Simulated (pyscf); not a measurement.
HC≡CH (SMILES C#C) + •H₂C–CH₃ (SMILES [CH2]C) → •HC=CH–CH₂–CH₃ (SMILES [CH]=CCC), an addition (doublet surface; none broken, C–C formed). PySCF, gas phase, ωB97X-D3(BJ)/def2-SVP geometries. Energies in kJ/mol from the separated reactants.

Small-basis levels: PySCF, no dispersion term, spherical d functions. Open shells are spin-unrestricted. 

Task: In single points MP2/6-31G* puts the saddle at 83.6 kJ/mol and the reaction energy at -95.7 kJ/mol. Should these be trusted to within a few kcal/mol? Compare with ωB97M-D3(BJ)/def2-TZVP.

Result: ωB97M-D3(BJ)/def2-TZVP gives ΔE‡ = 32.1 kJ/mol and ΔE = -120.2 kJ/mol. MP2/6-31G* lies 51.5 kJ/mol over it in the barrier and 24.4 kJ/mol over it in the reaction energy, so on this step it does not hold to within 12.6 kJ/mol. ωB97M-D3(BJ)/def2-TZVP has limits of its own. •HC=CH–CH₂–CH₃ lies 116.2 kJ/mol over its isomer •H₂C–CH=CH–CH₃ (electronic energy, ωB97M-D3(BJ)). One saddle was located; it need not be the lowest between these sides.
